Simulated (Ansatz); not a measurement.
The input, for Ansatz 0.2.0:

```yaml
crystal:
  periodic: [false, false, false]
  atoms:
    - {symbol: Be, position_ang: [0.000000, 0.000000, -0.817237]}
    - {symbol: Be, position_ang: [0.000000, 0.000000, -2.965526]}
    - {symbol: H, position_ang: [0.000000, 0.000000, 3.782763]}
basis:
  gaussian: {orbitals: cc-pVDZ}
magnetization: {spin_polarized: false, initial_magnetization: 1}
correlation: {method: fic_mrcisd_q, electrons: outside_noble_gas, active_space: {window: {electrons: 5, orbitals: 9}, shells: [{species: Be, l: s, shell: 2}, {species: Be, l: p, shell: 2}, {species: H, l: s, shell: 1}]}}
```

```sh
$ ansatz run in.yaml --threads 1 --pin off --events-out ev --progress --plain --max-ram 2393MiB
```

**Question.** Roughly how long does this take on 1 thread of Arm Neoverse V1, shared host, and how much host memory?

**Answer.** 4.6 s wall and 0.32 GiB.

```
554 factors; integrals over basis functions are off by at most 1.1e-7 eV
mean field evaluation 1: about -800.2449 eV, gradient 1.2e1 eV
mean field evaluation 2: about -800.2547 eV, gradient 1.2e1 eV
mean field evaluation 4: about -801.2946 eV, gradient 8.9e0 eV
mean field evaluation 8: about -805.6414 eV, gradient 4.0e0 eV
mean field evaluation 16: about -805.9740 eV, gradient 1.8e-1 eV
mean field evaluation 32: about -805.3992 eV, gradient 4.4e0 eV
mean field -805.97453793 eV, -29.6190179598 hartree, gradient 6.8e-6 eV, S^2 0.750000; 1 other end points of the search recorded, 0 dependent functions left out
reference -805.97453793 eV, -29.6190179598 hartree; 5, 4 occupied and 28, 29 virtual orbitals, 554 factors
state -808.47234293 eV, -29.7108106005 hartree
contracted CI cycle   1: correlation 0.00000000 eV, 0.0000000000 hartree, residual 3.59e0 eV
contracted CI cycle   2: correlation -0.42948650 eV, -0.0157833379 hartree, residual 9.32e-1 eV
contracted CI cycle   3: correlation -0.45271667 eV, -0.0166370307 hartree, residual 2.02e-1 eV
contracted CI cycle   4: correlation -0.45385232 eV, -0.0166787650 hartree, residual 5.84e-2 eV
contracted CI cycle   5: correlation -0.45393936 eV, -0.0166819637 hartree, residual 1.52e-2 eV
contracted CI cycle   6: correlation -0.45394524 eV, -0.0166821799 hartree, residual 3.92e-3 eV
contracted CI cycle   7: correlation -0.45394564 eV, -0.0166821946 hartree, residual 1.10e-3 eV
state -808.47234293 eV, -29.7108106005 hartree; corrected -808.93444758 eV, -29.7277926330 hartree
Total energy: -808.93444758 eV, -29.7277926330 hartree
Checks for a lower state left out: starts, orbital_swaps
```

For the same geometry and basis full CI lies 4.4 meV lower.
